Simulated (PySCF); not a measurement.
**C$_{5}$H$_{4}$: full NMR table**

| Item | Value |
| --- | --- |
| Formula | C5H4 |
| SMILES | C#CC#CC |
| Point group of the computed structure | C3v |
| Degrees of unsaturation | 4 |
| Carbon signals | 5 |
| Proton signals | 2 |

Molfile (atoms numbered from 1):
```
C5H4
     RDKit          3D

  9  8  0  0  0  0  0  0  0  0999 V2000
    2.2614    2.0467    0.9226 C   0  0  0  0  0  0  0  0  0  0  0  0
    1.4037    1.2683    0.5883 C   0  0  0  0  0  0  0  0  0  0  0  0
    0.4337    0.3883    0.2102 C   0  0  0  0  0  0  0  0  0  0  0  0
   -0.4243   -0.3927   -0.1243 C   0  0  0  0  0  0  0  0  0  0  0  0
   -1.4514   -1.3268   -0.5245 C   0  0  0  0  0  0  0  0  0  0  0  0
    3.0183    2.7338    1.2177 H   0  0  0  0  0  0  0  0  0  0  0  0
   -2.4455   -0.9309   -0.3013 H   0  0  0  0  0  0  0  0  0  0  0  0
   -1.3993   -1.5259   -1.5980 H   0  0  0  0  0  0  0  0  0  0  0  0
   -1.3391   -2.2778    0.0025 H   0  0  0  0  0  0  0  0  0  0  0  0
  1  2  3  0
  2  3  1  0
  3  4  3  0
  4  5  1  0
  1  6  1  0
  5  7  1  0
  5  8  1  0
  5  9  1  0
M  END
```

- geometry: PBE0-D3(BJ)/def2-TZVP
- shieldings: GIAO B97-2/pcSseg-2
- code: PySCF 2.14
- single conformer, non-relativistic Hamiltonian, no solvent, averaged over atoms made equivalent by symmetry, fast rotation or ring inversion

Scale: ¹H and ¹³C vs TMS (reference shieldings calculated alike).

| carbon | δC, type | δH (multiplicity) | HMBC from (2–3 bonds) | span of the C tensor (ppm) |
| --- | --- | --- | --- | --- |
| C1 | 66.6, CH | 1.23 (s) | – | 230 |
| C2 | 72.9, C | – | H6 | 266 |
| C3 | 71.1, C | – | H7/H8/H9, H6 | 232 |
| C4 | 76.3, C | – | H7/H8/H9 | 283 |
| C5 | 5.4, CH3 | 1.94 (s) | – | 28 |

- Carbon types of the structure: 3 × C, 1 × CH, 1 × CH3, which accounts for all hydrogens.
- δC 76.3, 72.9, 71.1: alkyne carbon; the triple bond shields along its axis, which puts it between sp3 and sp2 carbons.
- δC 66.6: terminal alkyne carbon; the triple bond shields along its axis, which puts it between sp3 and sp2 carbons.
- δC 5.4: propargylic methyl carbon; aliphatic region, no heteroatom directly attached.
- δH 1.94: hydrogen on a propargylic methyl carbon.
- δH 1.23: hydrogen on a terminal alkyne carbon; it lies on the axis of the triple bond, in its shielding cone.

Shifts are as computed. Against solution values, carbons near 30 ppm lie about +3 ppm off and those near 130 ppm about +7 ppm. Of 1211 compounds with measured shifts, 218 miss one by over three times the rms of a fit or turn the order of signals round; such compounds aren't used in these exercises. Multiplicities follow the n + 1 count of equivalent neighbours, as no J values were calculated; m marks all less simple cases, F and P coupling included.
